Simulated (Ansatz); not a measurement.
Sn: from a first guess to the relaxed diamond type

First guess:

```xyz
2
Lattice="0.0000 3.2195 3.2195 3.2195 0.0000 3.2195 3.2195 3.2195 0.0000" Properties=species:S:1:pos:R:3 pbc="T T T"
Sn    0.0000    0.0000    0.0000
Sn    1.6098    1.6098    1.6098
```

Method: DFT, PBE, PAW with Ansatz's default frozen-core files, scalar-relativistic in Ansatz 0.2.0.

Cell and atoms relax within the symmetry of the start on a 9×9×9 k mesh with 0.05 eV Fermi–Dirac smearing.

The start is built from a prototype, known or not as a phase of this compound; the cutoff is 420 eV.

No spin–orbit coupling, which matters for the heavy atoms here.

Task: What is the pressure of the first guess?

Result: 4.51 GPa.

Task: What does it relax to?

Result: a = 6.656 Å, b = 6.656 Å, c = 6.656 Å, α = 90.00°, β = 90.00°, γ = 90.00° (conventional cell), 36.85 Å³ per atom:
Space group Fd-3m:1 (No. 227). a = 6.656 Å, b = 6.656 Å, c = 6.656 Å, α = 90.00°, β = 90.00°, γ = 90.00°
```csv
atom,site,symmetry,x,y,z
Sn,8b,-43m,0.0000,0.0000,0.5000
```

Task: How much energy does the relaxation release?

Result: 45 meV/atom.
